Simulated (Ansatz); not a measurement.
Species: N2H5, net charge 1, singlet state. It need not be the lowest isomer of its formula. 
Structure (B3LYP-D3(BJ)/def2-TZVP (Ansatz, a program for electronic structure) minimum search):
```
N
H 1 1.0255
H 1 1.0255 2 106.51
H 1 1.0297 2 108.56 3 116.72
N 1 1.4433 2 108.30 3 -116.29
H 5 1.0167 1 108.31 2 -63.19
H 5 1.0167 6 109.36 1 117.83
```
Charge +1, spin multiplicity 1.

Parts of the frozen-core correlation energy in STO-3G (Ansatz, hartree). Frozen orbitals: 2; correlated occupied orbitals by spin: 7 and 7; virtual: 6 and 6. No spin-orbit coupling. No relativistic terms.

```json
[
 {"term": "reference (HF)", "value": "-110.15463"},
 {"term": "MP2 opposite-spin", "value": "[?]"},
 {"term": "MP2 same-spin", "value": "-0.01073"},
 {"term": "CCSD correlation", "value": "[?]"},
 {"term": "(T)", "value": "[?]"},
 {"term": "FCI minus CCSD(T)", "value": "-0.00037"},
 {"term": "T1 diagnostic", "value": "0.006"},
 {"term": "largest doubles amplitude", "value": "0.058"}
]
```

Some entries are withheld; supply them.


- MP2 opposite-spin, value: -0.09375
- CCSD correlation, value: -0.13693
- (T), value: -0.00078
